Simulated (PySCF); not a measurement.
PySCF input (BP86/def2-SVP):

```python
from pyscf import gto, dft

mol = gto.M(
    atom='''
    C    -0.00765201    0.00466428   -0.11016720
    O     0.06716463   -0.04072056    1.10546523
    O     0.01590056   -0.01200809   -1.23171942
    H    -0.61860949    0.39384354    1.67103665
    ''',
    basis='def2-svp',
    charge=1,
    spin=0,
    verbose=4,
)

mf = dft.RKS(mol, xc='bp86')
mf.grids.level = 3
mf.conv_tol = 1e-9
mf.max_cycle = 100
mf.max_memory = 1500
mf.kernel()
if not mf.converged:
    mf = mf.newton()
    mf.kernel(mf.make_rdm1())
mf.dip_moment()
```

Task: What final total energy does it give?

Result: -188.66680 Eh.
